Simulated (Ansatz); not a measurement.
What does this script print? It uses Ansatz 0.2.0 through its Python package.

`cas_h3o2p.py`:
```python
"""Active-space calculation on H3O2P."""

import ansatz as az

GEOMETRY = """
O    -0.59180   -0.78620   -0.39870
P     0.40330    0.48080   -0.49770
O     1.09160    0.13620    0.88850
H    -1.11050   -0.76560   -1.23260
H    -0.43790    1.52360   -0.06580
H     0.68730   -0.65290    1.26010
"""

molecule = az.Crystal.molecule()
for line in GEOMETRY.strip().splitlines():
    symbol, *xyz = line.split()
    molecule = molecule.atom(symbol, [float(v) for v in xyz])

job = (
    molecule.calculation()
    .basis(gaussian="6-31G*")
    .correlation(active_electrons=4, active_orbitals=4)
)
for method in [None, "sc_nevpt2"]:
    summary = (job if method is None else job.correlation(method)).run(threads=1, backend="cpu").report
    space = summary["configurations"]
    state = space["states"][0]
    print(method or "casscf", f"total {summary['free_energy_ev'] / 27.211386246:.6f} Ha, active-space state {state['energy']['hartree']:.6f} Ha, mean field {summary['reference_energy_ev'] / 27.211386246:.6f} Ha")
    print("  determinants", state["n_determinants"], " natural occupations", [round(n, 3) for n in space["natural_occupations"]])
```

Running `python cas_h3o2p.py` prints:
```text
casscf total -492.234242 Ha, active-space state -492.234242 Ha, mean field -492.184415 Ha
  determinants 36  natural occupations [1.981, 1.977, 0.023, 0.019]
RunWarning: the results are in doubt because another end's mean lies 0.612 eV lower, and its corrected mean 0.174 eV higher
sc_nevpt2 total -492.640410 Ha, active-space state -492.211743 Ha, mean field -492.184415 Ha
  determinants 36  natural occupations [1.983, 1.97, 0.028, 0.019]
```
(Warnings from the package without file and line.)

Notes:
- Total energies depend on the basis set; only differences at equal settings carry meaning.
- The geometry is a force-field or estimated start, not a minimum of this method, and the basis set is short of its limit. The active space starts as a window about the frontier orbitals and is then optimised, not chosen by chemistry.
- A lower CASSCF solution was found and passed over, so the printed active-space state isn't the lowest.
- Wall time of the script: 6.5 s on 1 thread of Arm Neoverse V2, with other jobs on the host, peak memory 0.17 GiB.

(Lines on the test bed's own set-up are left out of the output.)
